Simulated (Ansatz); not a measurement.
**HAl–BeH, doublet along the twist about Al1-Be2**

Starting geometry (PBE0/def2-TZVP stationary point for this spin, not checked as a minimum):

```xyz
4

Al    0.0000   -0.0872    0.6125
Be    0.0000    0.1455   -1.6947
H     0.0000    0.9982    1.7921
H     0.0000    0.0360   -3.0350
```

From there one end is turned about the bond, all else rigid; atoms are numbered as listed. Energies are in kJ/mol, counted from the starting geometry at the same level.

Basis 6-31G; Ansatz 0.2.0. Only valence electrons are correlated (noble-gas cores frozen). R marks a restricted (for open shells ROHF) determinant, U an unrestricted one.

Full CI is exact within this basis and frozen core; it isn't the basis-set limit. The frozen core follows each run's orbitals, which can shift R against U totals by a few meV.

| twist about Al1-Be2 (°) | full CI | unpaired electrons (full CI) | error UMP2 | error RCCSD | error UCCSD(T) | error BCCD(T) | error RCCSDT | error UCCSDT |
| --- | --- | --- | --- | --- | --- | --- | --- | --- |
| 0.0 | 0.0 | 1.04 | 0.0 | 0.0 | 0.0 | 0.0 | 0.0 | 0.0 |
| 14.0 | 0.1 | 1.04 | 0.0 | 0.0 | 0.0 | 0.0 | 0.0 | 0.0 |
| 29.7 | 0.3 | 1.04 | 0.0 | 0.0 | 0.0 | 0.0 | 0.0 | 0.0 |
| 42.1 | 0.6 | 1.04 | 0.0 | 0.0 | 0.0 | 0.0 | 0.0 | 0.0 |
| 60.6 | 1.2 | 1.04 | 0.0 | 0.0 | 0.0 | 0.0 | 0.0 | 0.0 |
| 73.5 | 1.8 | 1.04 | 0.0 | 0.0 | 0.0 | 0.0 | 0.0 | 0.0 |
| 90.0 | 2.6 | 1.04 | -0.1 | 0.0 | 0.0 | 0.0 | 0.0 | 0.0 |
| 120.0 | 4.3 | 1.04 | -0.1 | -0.1 | 0.0 | 0.0 | 0.0 | 0.0 |
| 150.0 | 5.8 | 1.04 | -0.2 | -0.1 | 0.0 | 0.0 | 0.0 | 0.0 |
| 180.0 | 6.4 | 1.04 | -0.2 | -0.1 | 0.0 | 0.0 | 0.0 | 0.0 |

Unpaired electrons are Σ n²(2−n)² over natural occupations. Errors are those of relative energies. In total energy the starting point itself misses full CI by: UMP2 61.1, RCCSD 5.1, UCCSD(T) 1.8, BCCD(T) 1.8, RCCSDT 0.2, UCCSDT 0.2 kJ/mol.

Spread of the error over the points with a reference, to 180.0 ° (largest less smallest): UCCSDT 0.0, RCCSDT 0.0, BCCD(T) 0.0, UCCSD(T) 0.0, RCCSD 0.1, UMP2 0.2 kJ/mol.
